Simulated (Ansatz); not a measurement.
# Interaction energy ladder

The pair of HCl (SMILES Cl, atoms 1–2) and SiNH$_{5}$ (SMILES [SiH3]N, atoms 3–9), both closed shells, in one local arrangement (a lower one may exist), relaxed at PBE0-D4/def2-TZVP:

Cl1  (0.114, -0.183, -2.977)
H2  (0.133, 0.239, -1.711)
Si3  (-0.167, -0.595, 0.982)
N4  (0.157, 0.783, -0.051)
H5  (-0.169, -0.261, 2.432)
H6  (-1.502, -1.112, 0.603)
H7  (0.896, -1.592, 0.717)
H8  (-0.536, 1.520, -0.037)
H9  (1.074, 1.201, 0.043)
(Å)

Ansatz 0.2.0; basis: def2-TZVPPD, with def2-QZVPPD for the basis limit; cores frozen in the correlated methods. B3LYP uses VWN-RPA correlation. Extrapolation: Hartree–Fock as exp(−7.88 √X), correlation as X^−2.97. Interaction energies count from these two fragments, frozen as in the pair, with the counterpoise correction; negative means bound.

What is the interaction energy by CCSD(T) at an estimated basis limit (MP2 extrapolated from triple and quadruple zeta, plus CCSD(T) − MP2 in triple zeta)? (An estimate is asked for; the value comes from the calculation.)

Computed: -31.8 kJ/mol. Hartree–Fock alone gives -13.5 kJ/mol at the basis limit. It counts from the two fragments frozen as in the pair.

The same quantity by other methods in triple zeta, and each one's difference from that estimate:
```
   method  E_int (kJ/mol)  difference
   PBE-D4           -41.6        -9.8
revPBE-D4           -38.5        -6.8
  BLYP-D4           -36.6        -4.9
r2SCAN-D4           -40.0        -8.2
   B97M-V           -32.8        -1.1
  PBE0-D4           -40.0        -8.2
 B3LYP-D4           -36.7        -4.9
 HSE06-D4           -40.0        -8.3
  wB97X-V           -32.9        -1.2
  wB97M-V           -31.5         0.2
   B2PLYP           -29.9         1.8
       HF           -13.5        18.2
      MP2           -32.7        -0.9
     CCSD           -24.8         7.0
  CCSD(T)           -27.8         3.9
```
Differences are method less estimate.

Which atoms make the shortest contact between the fragments?

H2 and N4, 1.75 Å apart.

Energy to bend the free fragments (PBE0-D4 minima) into their shapes in the pair, CCSD(T)/def2-TZVPPD: HCl 5.0 kJ/mol; SiNH$_{5}$ 1.1 kJ/mol. This must be added to the interaction energy to get the binding energy from relaxed fragments.

Basis-set superposition shift (counterpoise-corrected less uncorrected): CCSD(T) 4.0; MP2 4.0; HF 0.5; PBE0-D4 0.7; wB97M-V 0.6 kJ/mol.

T1 diagnostic: at most 0.011.

For scale, one of the runs: CCSD(T)/def2-TZVPPD, 238 basis functions, launched by `ansatz run in.yaml --threads 4 --pin off --events-out ev --progress --plain --max-ram 9574MiB`. The run took 55 s on 4 CPU threads of an Arm Neoverse V1 (shared host), with 4.2 GiB of host memory at its peak.
